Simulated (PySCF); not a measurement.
C4H7N.
InChI=1S/C4H7N/c1-2-3-4-5/h3H,1,4-5H2

Torsions of this conformer, `[CH2:1]=[C:2]=[CH:3][CH2:4][NH2:5]`: C2–C3–C4–N5 -115°, H–N5–C4–C3 56°, H–N5–C4–C3 -60°.

The closed-shell ground state was solved at several levels (PySCF, density fitting, gas phase, non-relativistic). Isolated species at its PBE0-D3(BJ)/def2-SVP geometry (one conformer only).

| level | basis functions | total energy (Eh) | HOMO (eV) | LUMO (eV) | gap (eV) | dipole (D) |
| --- | --- | --- | --- | --- | --- | --- |
| B3LYP/pcJ-1 | 205 | -211.3382 | -6.53 | 0.01 | 6.54 | 1.11 |
| PBE0/pcSseg-1 | 120 | -211.0354 | -6.80 | 0.24 | 7.04 | 1.10 |
| wB97X-D/pcSseg-2 | 278 | -211.3270 | -8.75 | 1.78 | 10.53 | 1.09 |

**Question.** What might PBE0/def2-SVPD (156 basis functions) give for the same quantities?

**Answer.** Total energy -210.9224 Eh, HOMO -6.90 eV, LUMO 0.11 eV, gap 7.01 eV, dipole 1.05 D.

**Question.** Over all these levels, which gives the widest orbital gap and which the narrowest?

**Answer.** wB97X-D/pcSseg-2 (range-separated hybrid) has the widest, 10.53 eV, and B3LYP/pcJ-1 (global hybrid, 20 % exact exchange) the narrowest, 6.54 eV. Functional and basis both differ between the two, so the spread mixes both effects.

**Question.** How far do the dipole and the HOMO energy spread over the levels?

**Answer.** The dipole runs from 1.05 to 1.11 D (mean 1.09 D) and the HOMO from -8.75 to -6.53 eV.

wB97X-D is run here without its empirical dispersion term; that term would change no orbital, density or response property at a fixed geometry.
